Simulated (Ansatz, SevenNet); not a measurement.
Elastic constant C33 of hcp Ti: levels of theory against measurement

Reference value: 191 GPa (measured, 4 K, zero-point motion not removed; as tabulated in Ferrari et al. (2019), arXiv:1905.01197).

```json
[
 {"level (code)": "SevenNet-l3i5", "value (GPa)": "144", "cell (Å³/atom)": "17.37"},
 {"level (code)": "LDA (Ansatz)", "value (GPa)": "…", "cell (Å³/atom)": "16.10"},
 {"level (code)": "PBE (Ansatz)", "value (GPa)": "…", "cell (Å³/atom)": "17.39"},
 {"level (code)": "PBEsol (Ansatz)", "value (GPa)": "198", "cell (Å³/atom)": "16.73"},
 {"level (code)": "r²SCAN (Ansatz)", "value (GPa)": "191", "cell (Å³/atom)": "17.31"},
 {"level (code)": "HSE06 (Ansatz)", "value (GPa)": "234", "cell (Å³/atom)": "17.19"}
]
```

Task: Complete the blanks.

Result: 
- LDA (Ansatz, a quantum-chemistry and plane-wave program), value (GPa): 208
- PBE (Ansatz), value (GPa): 189

Differences against the reference: SevenNet-l3i5 -25 %, LDA +8.9 %, PBE -1.0 %, PBEsol +3.7 %, r²SCAN 0.0 %, HSE06 +23 %.

Once the reference is moved by up to 3.3 % (a margin picked here for doubts on the reference and the settings, and for temperature and zero-point motion) and values within 1.7 % count as equal, the nearest can be r²SCAN (0.0 %), PBE (-1.0 %) or PBEsol (+3.7 %). By the same margin the farthest can be SevenNet-l3i5 (-25 %) or HSE06 (+23 %).

The measured value isn't corrected to a static lattice, so vibrations enter the comparison. The crystal itself was run without spin with LDA, PBE, PBEsol, r²SCAN, HSE06; a magnetic state was not tried in these runs. HSE06: hybrids on metals are sensitive to the k mesh. HSE06: the run warned that the count of filled bands differs between k points. Each level is taken at its own relaxed cell. Cutoffs and k meshes differ between the levels. Ansatz's density-functional and Hartree–Fock values are scalar-relativistic unless marked +SOC, with PAW data made under PBE.

Machine-learned potentials (SevenNet-l3i5) are trained on DFT data: a solid inside that data is no test of them.

Differences are worked out from the printed values.
